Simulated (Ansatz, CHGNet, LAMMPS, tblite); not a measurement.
**Zinc-blende InP, elastic constant C44**

Reference value: 45.6 GPa (measured, temperature not stated, no zero-point or thermal correction; as tabulated in Oses et al. (2018), arXiv:1811.08464).

**Question.** What do Vashishta InP.vashishta, GFN2-xTB, CHGNet 0.3.0, LDA, PBE, PBE-D3(BJ), r²SCAN+rVV10, B3LYP (VWN-RPA form), Hartree–Fock give, and how far is each from the reference?

**Answer.** 
| level (code) | value (GPa) | cell (Å³/atom) | difference (%) |
|---|---|---|---|
| Vashishta InP.vashishta (LAMMPS) | 37.1 | 25.26 | -18.6 |
| GFN2-xTB (tblite) | 14.5 | 27.73 | -68 |
| CHGNet 0.3.0 | 14.2 | 26.43 | -69 |
| LDA (Ansatz) | 45.4 | 24.73 | -0.4 |
| PBE (Ansatz) | 41.4 | 26.45 | -9.2 |
| PBE-D3(BJ) (Ansatz) | 42.3 | 25.59 | -7.2 |
| r²SCAN+rVV10 (Ansatz) | 45.6 | 25.49 | 0.0 |
| B3LYP (VWN-RPA form) (Ansatz) | 45.7 | 26.80 | +0.2 |
| Hartree–Fock (Ansatz) | 56.8 | 26.72 | +25 |

The reference's temperature isn't stated, so close values are not ranked against it. Off by more than 25 %, or 35 % on the side where a correction would as a rule narrow the miss (bounds picked here): CHGNet 0.3.0 (-69 %), GFN2-xTB (-68 %).

The reference isn't brought to a static lattice, while the calculations are for one, so the differences are not the levels' errors alone. A static lattice is as a rule stiffer than a warm one, by over a tenth in soft solids.  GFN2-xTB: the method was fitted mainly to molecules. GFN2-xTB: the run uses a supercell at the zone centre in place of a k mesh. PBE-D3(BJ): the dispersion coefficients are held fixed in the derivatives. Each level is taken at its own relaxed cell. Cutoffs and k meshes differ between the levels. Ansatz's density-functional and Hartree–Fock values are scalar-relativistic unless marked +SOC, with PAW data made under PBE.

Empirical potentials (Vashishta InP.vashishta) are fitted to chosen data: where that held the value shown, agreement is built in, and what lay outside the fit can be far off. Machine-learned potentials (CHGNet 0.3.0) are trained on DFT data: a solid inside that data is no test of them.

Differences are worked out from the printed values.

Ansatz is a quantum-chemistry and plane-wave program.
